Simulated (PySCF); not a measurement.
Gas-phase reaction: Al(OH)3 + H2 → AlOH + 2 H2O

Energies from PySCF (xtb for GFN2), thermal terms from the rigid-rotor harmonic-oscillator model, ideal gas at 1 bar. S°(298 K) at PBE0/def2-TZVP differs from the NASA 1993 table for AlOH (+24 J/mol/K); whether the harmonic model or the table's entry is off was not settled. † marks an energy on the PBE0/def2-TZVP geometry and frequencies; other levels use their own. MP2 freezes the core. All species are closed-shell singlets. Al(OH)3: computed as isolated molecules; such fragments, hydroxides, amides, oligomers or adducts are transient or little studied in the gas. MP2 isn't extrapolated to the basis-set limit; its ΔH°(298 K) is 337.4 kJ in def2-SVP and 343.6 kJ in def2-TZVPP. The harmonic model lacks anharmonicity and excited electronic states, which grow with temperature; levels with a mode under 35 cm⁻¹ are left out. Soft modes under 120 cm⁻¹ make the harmonic entropy rough for AlOH.

| level | ΔE electronic, kJ | ΔH°(298 K), kJ | ΔS°(298 K), J/K | ΔG°(1800 K), kJ |
|---|---|---|---|---|
| BLYP/def2-TZVP† | 296 | 310 | 184 | 16 |
| GFN2-xTB | 398 | 416 | 156 | 181 |
| M06-2X/def2-TZVP† | 329 | 342 | 184 | 48 |
| MP2/def2-SVP† | 324 | 337 | 184 | 43 |
| MP2/def2-TZVPP† | 330 | 344 | 184 | 49 |
| PBE/def2-TZVP† | 295 | 309 | 184 | 15 |
| PBE0/def2-TZVP | 303 | 317 | 184 | 23 |
| r2SCAN/def2-TZVP† | 342 | 355 | 184 | 61 |
| ωB97M-V/def2-TZVP† | 311 | 324 | 184 | 30 |
| ωB97X-V/def2-TZVP† | 326 | 340 | 184 | 45 |
ΔH° is lowest at PBE/def2-TZVP† and highest at GFN2-xTB. No reference value is set beside these.
